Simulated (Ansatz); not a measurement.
A trace of molecular dynamics of AlFH3N (6 atoms, charge 0, multiplicity 1).

Level of theory: RKS revPBE/6-31G* in Ansatz 0.2.0.

| Item | Value |
| --- | --- |
| ensemble | NVE (velocity Verlet) |
| starting velocities drawn for | 100 K |
| seed | 6205 |

```
time (fs)  T (K)  potential energy less start (eV)  conserved less start (meV/atom)
        0    100                             0.000                             0.00
        4     75                             0.013                             0.01
        8     66                             0.018                             0.02
       12     56                             0.023                             0.03
       16     26                             0.038                             0.04
       20     47                             0.028                             0.02
       24     38                             0.032                             0.02
       28     33                             0.035                             0.01
       32     53                             0.024                             0.00
       36     36                             0.033                             0.03
       40     67                             0.017                             0.04
       44    159                            -0.030                             0.05
       48    498                            -0.205                             0.09
       52   1658                            -0.805                             0.10
       56   3771                            -1.899                            -0.21
       60   4731                            -2.397                            -0.33
       64   3721                            -1.873                            -0.13
       68   2660                            -1.324                             0.03
       72   2758                            -1.375                            -0.22
       76   1836                            -0.899                            -0.17
       80   1736                            -0.847                            -0.11
       84   2589                            -1.288                            -0.26
       88   1996                            -0.980                             0.03
       92   2622                            -1.304                             0.05
       96   4533                            -2.293                            -0.25
      100   4698                            -2.379                            -0.26
```

Q: Is this trajectory sound?

A: The conserved energy stayed within 0.51 meV per atom of its start (net change -0.26 meV per atom), so the integration is sound. The kinetic energy rose, since the run started high on the potential surface and went downhill. A run of 0.1 ps of so small a system gives no equilibrium averages. The orbitals stay closed-shell, which can raise the energy where a bond breaks towards radicals; this wasn't checked here. The time step was 0.5 fs.

Run time: 3.7 min on 1 thread of Arm Neoverse V2 (shared host), peak memory 0.091 GiB.
